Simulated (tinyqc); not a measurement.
Worked calculation: extended Hueckel theory, for PH3. One step of it, computed by the program tinyqc.

Question. Mulliken analysis. P = C n C^T; charge = valence electrons (P 5, H 1) minus the sum of (P S)_ii on the atom; overlap population = 2 sum P_ij S_ij between two atoms.

coefficients, order 1P 3s, 1P 3px, 1P 3py, 1P 3pz, 2H 1s, 3H 1s, 4H 1s:
```
[[0.669673, 0.000000, 0.000081, 0.293096, 0.004045, 0.000000, 1.090970],
 [-0.000030, 0.000000, 0.583178, -0.000001, 1.165877, 0.000000, -0.004718],
 [0.000000, 0.583144, 0.000000, 0.000000, 0.000000, 1.166251, 0.000000],
 [-0.045208, 0.000000, 0.000006, 0.934109, -0.001936, 0.000000, -0.515452],
 [0.234761, 0.000000, 0.436124, -0.078723, -1.004612, 0.000000, -0.704778],
 [0.234923, 0.377592, -0.217923, -0.078726, 0.498133, -0.867889, -0.711148],
 [0.234923, -0.377592, -0.217923, -0.078726, 0.498133, 0.867889, -0.711148]]
```

occupations: [2.000000, 2.000000, 2.000000, 2.000000, 0.000000, 0.000000, 0.000000]

overlap S, order 1P 3s, 1P 3px, 1P 3py, 1P 3pz, 2H 1s, 3H 1s, 4H 1s:
```
[[1.000000, 0.000000, 0.000000, 0.000000, 0.377623, 0.377880, 0.377880],
 [0.000000, 1.000000, 0.000000, 0.000000, 0.510278, -0.255129, -0.255129],
 [0.000000, 0.000000, 1.000000, 0.000000, 0.000000, 0.442052, -0.442052],
 [0.000000, 0.000000, 0.000000, 1.000000, -0.166163, -0.166276, -0.166276],
 [0.377623, 0.510278, 0.000000, -0.166163, 1.000000, 0.051003, 0.051003],
 [0.377880, -0.255129, 0.442052, -0.166276, 0.051003, 1.000000, 0.051024],
 [0.377880, -0.255129, -0.442052, -0.166276, 0.051003, 0.051024, 1.000000]]
```

Give: charges; Overlap populations.

Answer.

charges: [-0.3450, 0.1150, 0.1150, 0.1150]

Overlap populations:
```
pair      value
2-1    0.777717
3-1    0.777911
3-2   -0.006874
4-1    0.777911
4-2   -0.006874
4-3   -0.006878
```
